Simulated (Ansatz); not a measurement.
Base system: MgO in the rock salt structure (space group Fm-3m, No. 225).

Space group Fm-3m (No. 225); a = 4.254 Å, b = 4.254 Å, c = 4.254 Å, α = 90.00°, β = 90.00°, γ = 90.00°

```
atom  site  symmetry       x       y       z
----  ----  --------  ------  ------  ------
Mg      4b      m-3m  0.5000  0.5000  0.5000
O       4a      m-3m  0.0000  0.0000  0.0000
```
(The calculation used a cell of 2 atoms; values per cell refer to that cell.)

Levels (all Ansatz, a quantum-chemistry and plane-wave program, PAW): PBE (420 eV, without spin-orbit coupling); PBEsol (420 eV, no SOC); r2SCAN (500 eV, without spin-orbit coupling); HSE06 (420 eV, no spin-orbit coupling).

Levels that relaxed their own cell: PBE and PBEsol.

```csv
level,band gap,lattice parameter a
PBE,4.46 eV,4.254 Å
PBEsol,4.62 eV,4.214 Å
r2SCAN,5.61 eV,–
HSE06,6.47 eV,–
```

Measured: band gap 8.36 eV (static lattice; corrected from measurement; as listed in Wei Chen et al., Physical Review Materials (2018)); lattice parameter a 4.189 Å (static lattice; corrected from measurement; as listed in Daniel Mejia-Rodriguez, S. B. Trickey, Phys. Rev. B (2018)).

Computed minus measured — band gap: PBE -3.90 eV, PBEsol -3.74 eV, r2SCAN -2.75 eV, HSE06 -1.89 eV (closest: HSE06); lattice parameter a: PBE +1.5 %, PBEsol +0.6 % (closest: PBEsol). A measured gap can be an optical one, lowered by exciton binding.

Single points use the geometry relaxed with PBEsol. Whether these cells are dynamically stable was not tested. The base started in Pnma and relaxed to Fm-3m at this level.
